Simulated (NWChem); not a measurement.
SiH₄ cation, doublet; SMILES of the neutral closed-shell parent [SiH4]

```xyz
5

Si     0.0813     0.1904     0.0045
H      1.2598    -0.0529    -0.8338
H     -0.1610     1.3546     0.8628
H     -0.5751    -1.1382     0.5571
H     -1.2455    -0.4317    -0.5906
```
Atoms are numbered in this order, from 1.

All runs: NWChem. Spin-unrestricted. Geometry: optimised at B3LYP/6-31G* (spherical d), spin-unrestricted. This spin state was assumed; another may lie lower. No stability test was run on the SCF state. Level: B3LYP/def2-SVP with SMD (1 M gas to 1 M solution), gas-phase geometry. Reactions with the solvent are ignored.

What does the run give for solvent 1-propanol? Quantities: solvation free energy (kcal/mol); cavity-dispersion-structure term (kcal/mol).


| Quantity | Value |
|---|---|
| solvation free energy (kcal/mol) | -65.6 |
| cavity-dispersion-structure term (kcal/mol) | -0.1 |
